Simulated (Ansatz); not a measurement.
## A barrier at the coupled-cluster level

Start structure (BSiH5S, closed shell), relaxed at PBE0-D4/def2-TZVP:

B1  (-0.963, -0.183, -0.394)
Si2  (0.767, -0.470, 0.578)
S3  (-1.382, 1.306, -1.238)
H4  (-0.271, 2.030, -1.003)
H5  (-1.815, -1.019, -0.454)
H6  (0.515, -0.771, 2.016)
H7  (1.642, 0.734, 0.499)
H8  (1.507, -1.626, -0.003)
(Å)

The step: BSiH₅S ([SiH3][BH][SH]) → BHS ([BH][S]) + SiH₄; bonds formed: Si2–H4; bonds broken: B1–Si2, S3–H4. Ansatz 0.2.0; basis: def2-TZVPP and def2-QZVPP; cores frozen in the correlated methods. Extrapolation: Hartree–Fock as exp(−7.88 √X), correlation as X^−2.97. Energies below are by CCSD(T) at an estimated basis limit (MP2 extrapolated from triple and quadruple zeta, plus CCSD(T) − MP2 in triple zeta).

What are the electronic barrier and the energy of the step, from the start structure to the end structure? (An estimate is asked for; the value comes from the calculation.)

The calculation gives: Barrier 196.0 kJ/mol; step energy 37.4 kJ/mol (uphill); reverse barrier, their difference, 158.7 kJ/mol. Barrier and step energy count from the start structure, the reverse barrier from the end structure.

The saddle point: One imaginary mode of 1140i cm⁻¹.
```
  pair  start (Å)  saddle (Å)  end (Å)
Si2–H4       3.14        1.88     1.48
B1–Si2       2.00        2.17     3.74
 S3–H4       1.35        1.72     3.66
```

Zero-point energy (harmonic, PBE0-D4): ZPE is 123.6 kJ/mol at the start and 112.3 kJ/mol at the saddle, so the barrier goes from 196.0 to 184.7 kJ/mol.

First-order rate constant out of the start structure at 898 K by transition-state theory, with harmonic vibrational free energies alone and no tunnelling: ΔA‡ = 183.4 kJ/mol, so k = (kB T/h) exp(−ΔA‡/kB T) ≈ 10^3 s⁻¹ (an order of magnitude at best: rotation, the number of equivalent paths and anharmonicity are left out).

No T1 diagnostic of these runs exceeds 0.021.

Labels in which every atom is bracketed show which atoms are joined, not bond orders.

For scale, one of the runs: CCSD(T)/def2-TZVPP, 185 basis functions, launched by `ansatz run in.yaml --threads 2 --pin off --events-out ev --progress --plain --max-ram 4352MiB`. Hardware: 2 CPU threads of an AMD EPYC 9R14, shared host. Wall time 18 s; peak host memory 1.7 GiB.
